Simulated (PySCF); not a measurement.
Species: cis-2,trans-4-hexadiene, C₆H₁₀.
Atom-mapped SMILES: `[CH3:1]/[CH:2]=[CH:3]\[CH:4]=[CH:5]\[CH3:6]` (hydrogens: H7, H8, H9 on C1; H10 on C2; H11 on C3; H12 on C4; H13 on C5; H14, H15, H16 on C6)

Theory: core-valence-separated Tamm–Dancoff BHandHLYP/aug-pcX-1 (pcseg-1 on H) in PySCF, non-relativistic, gas phase, PBE0-D3(BJ)/def2-SVP geometry.

Computed carbon K-edge spectrum, Gaussian lines of 0.4 eV full width, highest printed point 100; it ends one width below the last computed root. BHandHLYP without relativity tends to put these K edges a few eV too low, so spacings mean more than positions.

(photon energy (eV), absorption): (282.0, 0), (282.1, 2), (282.2, 7), (282.3, 22), (282.4, 48), (282.5, 77), (282.6, 96), (282.7, 100), (282.8, 96), (282.9, 84), (283.0, 61), (283.1, 33), (283.2, 13), (283.3, 4), (283.4, 1), (283.5, 0), (283.6, 0), (283.7, 0), (283.8, 0), (283.9, 0), (284.0, 0), (284.1, 0), (284.2, 0), (284.3, 0), (284.4, 0), (284.5, 0), (284.6, 0), (284.7, 0), (284.8, 0), (284.9, 0), (285.0, 0), (285.1, 1), (285.2, 3), (285.3, 7), (285.4, 12), (285.5, 17), (285.6, 23), (285.7, 33), (285.8, 44), (285.9, 55), (286.0, 65), (286.1, 75), (286.2, 81), (286.3, 81), (286.4, 69), (286.5, 47), (286.6, 25), (286.7, 11), (286.8, 6), (286.9, 6)

Where are the maxima, and which lines make them up?

2 maxima:
- 282.7 eV: C2 (alkene CH carbon), 282.61 eV, f = 0.061, 1s→π*, 36 % of the height at the exact maximum; C5 (alkene CH carbon), 282.55 eV, f = 0.059, 1s→π*, 27 % of the height at the exact maximum; C3 (alkene CH carbon), 282.90 eV, f = 0.078, 1s→π*, 24 % of the height at the exact maximum; C4 (alkene CH carbon), 282.84 eV, f = 0.029, 1s→π*, 13 % of the height at the exact maximum
- 286.2 eV: C1 (allylic carbon), 286.35 eV, f = 0.034, 23 % of the height at the exact maximum; C6 (allylic carbon), 286.38 eV, f = 0.033, 20 % of the height at the exact maximum; C6 (allylic carbon), 286.13 eV, f = 0.028, 17 % of the height at the exact maximum; C1 (allylic carbon), 286.15 eV, f = 0.024, 16 % of the height at the exact maximum

Further lines of some strength in the range: C1, 285.48 eV, f = 0.007; C6, 285.49 eV, f = 0.008; C2, 285.76 eV, f = 0.008; C3, 285.79 eV, f = 0.026; C5, 285.95 eV, f = 0.011.

Roots within 0.03 eV on the same or equivalent atoms count as one line; shares under 12 % aren't listed.

Vibrational structure and lifetime widths aren't in the curve. The ionisation threshold wasn't computed; near and above it a finite basis only mimics Rydberg series and continuum.

The run took 28 s of wall time on Intel Xeon Platinum 8375C at 2.90 GHz, one thread, no GPU, shared host, and the process peaked at 1.0 GiB of memory.

Shape of the structure used: `[CH3:1]/[CH:2]=[CH:3]\[CH:4]=[CH:5]\[CH3:6]`: C2–C3–C4–C5 180°.

One conformer stands for the species.
